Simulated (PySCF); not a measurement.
# SO₂F₂, singlet: computed properties

These are results of PBE in PySCF with S def2-TZVP, O def2-TZVP, F def2-TZVP; no relativity; density-fitted integrals, not measurements.

The structure is a minimum.

```
Point group                                                                   : C2v
Bond lengths                                                                  : S–F 1.576 Å (×2), S–O 1.425 Å (×2)
Bond angles                                                                   : F–S–F 95.3°, F–S–O 108.0° (×4), O–S–O 125.3°
Dipole moment                                                                 : 0.90 D
Highest occupied level                                                        : -8.89 eV
Entropy at 298.15 K and 1 bar                                                 : 287.2 J/(mol K)
Principal polarisabilities                                                    : 23.4, 25.6, 29.5 bohr³
Principal quadrupole moments (Buckingham, traceless) about the centre of mass : -2.99, 0.27, 2.73 D Å
Zero-point energy                                                             : 38.6 kJ/mol
Enthalpy at 298.15 K above 0 K                                                : 14.05 kJ/mol
Rotational constants                                                          : 0.164, 0.162, 0.1615 cm⁻¹
Lowest empty level                                                            : -1.80 eV
Rotational symmetry number                                                    : 2
Atomisation energy without zero-point energy                                  : 1841 kJ/mol
Heat capacity Cp at 298.15 K                                                  : 68.8 J/(mol K)
```

Harmonic modes (masses in u: S 31.972, O 15.995, F 18.998):
```csv
symmetry,ω (cm⁻¹),IR (km/mol),type
a1,350,0.0,bend
a2,352,0.0,bend
b2,493,13.4,bend
b1,499,26.2,bend
a1,506,17.9,bend
a1,775,122,stretch
b2,815,234,mixed
a1,1216,149,stretch
b1,1452,238,stretch
```

In C2v the vibrations span 4a1 + a2 + 2b2 + 2b1. The a2 mode carries no infrared intensity, as symmetry demands.

Charges (e):
```json
{"atom": "S1", "Mulliken": "0.85", "Löwdin": "0.42", "polar tensor": "2.34", "Mayer order to S1": "–"}
{"atom": "O2,3", "Mulliken": "-0.29", "Löwdin": "-0.19", "polar tensor": "-0.61", "Mayer order to S1": "2.05"}
{"atom": "F4,5", "Mulliken": "-0.13", "Löwdin": "-0.02", "polar tensor": "-0.56", "Mayer order to S1": "1.10"}
```

Mulliken populations on S1: s 5.27, p 8.58, d 1.16, f 0.14.

Outer orbital energies (eV). occupied: -12.65, -12.32, -11.85, -11.63, -10.56, -10.23, -9.28, -8.89; empty: -1.80, -0.78, 0.33, 2.26.

Counting electrons, sulfur keeps none of its valence electrons outside its bonds, so the VSEPR class is AX4 and the expected shape is tetrahedral; with unlike ligands the computed point group is C2v.

Only a few start shapes were tried, so a lower isomer may exist.

The final relaxation and frequency run took 2.6 min on 4 threads of a shared Arm Neoverse V2 host, with 161 basis functions and 15 gradients; the process peaked at 1.7 GiB. Launch command: `OMP_NUM_THREADS=4 python axn.py task.json out`.
